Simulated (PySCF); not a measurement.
Can point charges reproduce the dipole moment of `N#CCCCl` (trans 3-chloropropionitrile)?

Coordinates (PBE0-D3(BJ)/def2-TZVP, Å) and charges (e) from the PBE0/pcSseg-2 density (PySCF):

| atom | x | y | z | Mulliken | IAO | Hirshfeld | ESP-fitted |
| --- | --- | --- | --- | --- | --- | --- | --- |
| N1 | 2.255 | 0.214 | -1.424 | -0.1259 | -0.2410 | -0.2233 | -0.4525 |
| C2 | 1.377 | -0.151 | -0.779 | -0.0532 | +0.1403 | +0.0876 | +0.3238 |
| C3 | 0.256 | -0.581 | 0.042 | -0.0337 | -0.3077 | -0.0533 | -0.0617 |
| C4 | -0.732 | 0.558 | 0.248 | +0.0308 | -0.2413 | -0.0338 | -0.2425 |
| Cl5 | -2.084 | 0.014 | 1.259 | -0.1488 | -0.0936 | -0.0445 | -0.1306 |
| H6 | 0.635 | -0.930 | 1.005 | +0.0822 | +0.1934 | +0.0724 | +0.1094 |
| H7 | -0.238 | -1.427 | -0.443 | +0.0821 | +0.1932 | +0.0725 | +0.1109 |
| H8 | -1.144 | 0.897 | -0.701 | +0.0835 | +0.1783 | +0.0613 | +0.1709 |
| H9 | -0.260 | 1.399 | 0.753 | +0.0831 | +0.1784 | +0.0613 | +0.1722 |

Task: Compute μ = Σ q r for each scheme (1 e·Å = 4.803 D) and compare with the dipole of the full density.

Result: The full density gives (-1.67, -0.56, 1.18) D, 2.12 D in size; dipole vectors point from the negative to the positive end.

| scheme | μx | μy | μz | size (D) | share of the full size (%) | angle to the full dipole (°) |
| --- | --- | --- | --- | --- | --- | --- |
| Mulliken | -0.78 | 0.06 | 0.43 | 0.90 | 42 | 20 |
| IAO | -1.11 | -0.36 | 0.78 | 1.40 | 66 | 0 |
| Hirshfeld | -1.62 | -0.38 | 1.09 | 1.99 | 94 | 5 |
| ESP-fitted | -1.62 | -0.54 | 1.13 | 2.05 | 97 | 0 |

Task: Which set comes closest?

Result: Length of the difference vector: ESP-fitted 0.07 D, Hirshfeld 0.21 D, IAO 0.72 D, Mulliken 1.32 D. Closest: ESP-fitted. ESP charges are fitted to the potential around the molecule, whose slowest-falling term is the dipole's. The schemes that divide the density aren't constrained to reproduce the dipole.

Task: What is left for the Hirshfeld atoms' own dipoles?

Result: The shares of the density sum to the whole, so what Σ q r misses lies in dipoles about the nuclei. The atomic dipoles sum to (-1.67, -0.56, 1.18) − (-1.62, -0.38, 1.09) = (-0.05, -0.18, 0.09) D, 0.21 D in size.

Task: With the origin at the mean of the coordinates, (0.007, -0.001, -0.004) Å, which are the largest single terms, by size, of the Mulliken dipole along the direction of the full one?

Result: Cl5 -1.68, N1 +1.58, C2 +0.38, H7 +0.13, H6 +0.12 D; all 9 atoms together +0.84 D. The single terms depend on the origin, their sum doesn't.

Task: Give the size of the full dipole in other units.

Result: 2.12 D = 0.834 au = 0.441 e·Å = 7.07 × 10⁻³⁰ C·m.

Isolated species at its PBE0-D3(BJ)/def2-TZVP geometry (one conformer only).

Shape of the structure used: `[N:1]#[C:2][CH2:3][CH2:4][Cl:5]`: C2–C3–C4–Cl5 180°.
